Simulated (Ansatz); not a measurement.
Relaxed structures of MgSiH5O (charge +1), closed shell (PBE0-D4/def2-TZVP; forces vanish, vibrations not checked; lower isomers may exist, and structures with a doubtful reference or unclear bonds are left out; Å). Program: Ansatz 0.2.0. Basis: def2-TZVPP. Cores are frozen in the correlated methods. The outer core shell of Li, Na, Mg and K is correlated. The def2 sets are not built for correlating such inner shells, so the correlated values are less sure here.

**Question.** Rank them by CCSD(T) energy, lowest first, and give each one's height above the lowest. Links in brackets join atoms within 1.22 times the sum of their covalent radii (1.1 for two metals). (Judge from chemistry; the value comes from the calculation.)
A.
MgSiH₅O ([MgH][OH][SiH3]), total charge +1
```
8
angstrom
Mg -1.1892 0.6971 -1.4894
O 0.2956 -0.2881 -0.6372
Si 0.5845 -0.3018 1.0878
H -2.4521 1.5403 -2.1611
H 0.9272 -0.8075 -1.1514
H -0.5361 0.5667 1.5149
H 1.9141 0.2933 1.3040
H 0.4561 -1.6999 1.5324
```
B.
MgSiH₅O ([OH][Mg]12[H][SiH2]1[H]2), total charge +1
```
8
angstrom
Mg -0.5353 0.3055 -0.7768
O -1.5917 0.9333 -1.9678
Si 1.1342 -0.6975 1.1344
H -2.1677 1.2773 -2.6390
H 1.1313 -0.8688 -0.3869
H -0.0906 0.2135 1.2489
H 2.3265 0.0733 1.5149
H 0.8115 -1.9927 1.7502
```
C.
MgSiH₅O ([OH2][SiH2][MgH]), total charge +1
```
8
angstrom
Mg -1.4209 0.9843 -1.7295
O 0.1637 -0.6753 1.2772
Si 0.6694 -0.0868 -0.4533
H -2.7756 1.6593 -2.4429
H 1.1702 -1.4287 -0.8484
H -0.0875 -0.0419 1.9644
H 1.8659 0.7044 -0.0600
H 0.6882 -1.3849 1.6779
```

**Answer.** By the calculation: A (0.0 kJ/mol), B (85.9 kJ/mol), C (171.9 kJ/mol). Heights count from the lowest.

The T1 diagnostic stays at or below 0.012.

For scale, one of the runs: CCSD(T)/def2-TZVPP, 175 basis functions, launched by `ansatz run in.yaml --threads 2 --pin off --events-out ev --progress --plain --max-ram 4352MiB`. Time: 33 s of wall clock on 2 CPU threads of an Arm Neoverse V2; the host was shared. Peak host memory: 1.6 GiB.
